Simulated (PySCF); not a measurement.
Two structures of BH4ClO, closed shell, reached by relaxing down either side of one saddle point (PBE0-D4/def2-TZVP). Energies are electronic, without zero-point energy. Computed with PySCF 2.14 with density fitting (its default auxiliary sets; JK sets also for MP2 and CCSD(T)) (basis: def2-TZVPP and def2-QZVPP); correlated methods freeze the cores. Extrapolation: Hartree–Fock as exp(−7.88 √X), correlation as X^−2.97. First:

| atom | x (Å) | y (Å) | z (Å) |
| --- | --- | --- | --- |
| B1 | -0.2786 | -0.3947 | 0.5057 |
| Cl2 | 1.2020 | -1.4568 | 0.2374 |
| H3 | -1.2988 | -0.9221 | 0.1675 |
| H4 | -0.2510 | 0.1894 | 1.5503 |
| H5 | 0.7546 | 1.2383 | -0.4379 |
| O6 | -0.1001 | 0.8152 | -0.6026 |
| H7 | -0.0374 | 0.4042 | -1.4764 |

Second:

```
7
angstrom
B -1.1018 -0.4559 0.0186
Cl 2.7430 0.8454 0.9890
H -2.0553 -0.6426 -0.6827
H -1.0583 -0.7688 1.1690
H 1.6220 0.5407 0.4179
O 0.0040 0.1403 -0.4886
H -0.0627 0.3815 -1.4167
```

Which bonds change from the first to the second?

BH₂Cl ([BH2][Cl]) + H₂O → BH₃O ([BH2][OH]) + HCl; bonds formed: Cl2–H5; dative contacts that become bonds: B1–O6; bonds broken: B1–Cl2, H5–O6.

Give the saddle point's structure and its height above each. (An estimate is asked for; the value comes from the calculation.)

The calculation gives: 20.11 kcal/mol above the first and 21.96 kcal/mol above the second (CCSD(T) at an estimated basis limit (MP2 extrapolated from triple and quadruple zeta, plus CCSD(T) − MP2 in triple zeta)).
B1  (-0.415, -0.419, 0.320)
Cl2  (1.811, -0.370, 0.282)
H3  (-0.721, -1.328, -0.390)
H4  (-0.621, -0.406, 1.490)
H5  (0.898, 0.721, -0.155)
O6  (-0.379, 0.922, -0.302)
H7  (-0.573, 0.879, -1.245)
(Å)

No T1 diagnostic of these runs exceeds 0.013.

The step is the kind of ligand exchange by which a precursor binds to a hydroxyl group, or is hydrolysed, in atomic layer deposition of oxides.

Labels in which every atom is bracketed show which atoms are joined, not bond orders.

For scale, one of the runs: CCSD(T)/def2-TZVPP, 160 basis functions, launched by `OMP_NUM_THREADS=4 python run.py`. The run took 110 s on 4 CPU threads of an Arm Neoverse V2 (shared host), with 1.2 GiB of host memory at its peak.
